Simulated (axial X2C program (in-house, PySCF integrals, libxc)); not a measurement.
**Low determinants of NaO at the PBE0 level, scalar-relativistic**

Computed with an in-house relativistic program for diatomic molecules. Spin-free means the one-electron spin-free X2C Hamiltonian. Basis: Na dyall-cv3z [9s8p5d2f], O dyall-av3z [7s6p3d2f] (cores contracted in-house); Gaussian nuclei, density fitting, unrestricted open shells. Masses: Na 22.990 u, O 15.995 u.

Search at 2.057 Å (vertical energies from the lowest determinant):

```tsv
ΔE (eV)	state	electrons beyond evenly filled partner blocks	electrons in σ, π, δ, φ
0.00	M_S = 1/2, Λ = 1	π+α, π+β, π-α	12 7 0 0
0.18	M_S = 1/2, Λ = 0	σα	11 8 0 0
2.87	M_S = 3/2, Λ = 0	σα, π+α, π-α	13 6 0 0
2.93	M_S = 1/2, Λ = 0	σβ, π+α, π-α	13 6 0 0
3.30	M_S = 3/2, Λ = 1	2 × σα, π+α, π+β, π-α	12 7 0 0
4.03	M_S = 1/2, Λ = 1	2 × σα, π+α, π+β, π-β	12 7 0 0
4.57	M_S = 3/2, Λ = 1	2 × π+α, π-α	12 7 0 0
```

Lowest determinant, M_S = 1/2, Λ = 1 (beyond evenly filled blocks: π+α, π+β, π-α): Re = 2.052 Å, ωe = 490.4 cm⁻¹.

The determinant in row 2 of the search, M_S = 1/2, Λ = 0 (beyond evenly filled blocks: σα), was followed along the bond at PBE0; measured from the minimum of the lowest determinant it gives:

Te = 0.136 eV (1099 cm⁻¹), Re = 1.950 Å, ωe = 518.6 cm⁻¹.

Task: Compare the bond of the determinant in row 2 with that of the lowest one.

Result: At PBE0 its Re is 0.102 Å shorter and its force constant, which goes as ωe², is 1.12 times that of the lowest determinant. T0 ≈ Te + Δωe/2 = 1099 + (14) = 1113 cm⁻¹.

The search compares states at one distance, so a state with another bond length can lie lower; it is not exhaustive and yields mostly the lowest determinant of each block pattern, so other components and higher states of one pattern are missing. These are energies of single determinants, not of spin-adapted states; PBE0 term energies can be off by some tenths of an eV, and the functional has no current term. The lowest determinant need not be the ground state where others lie within half an eV.
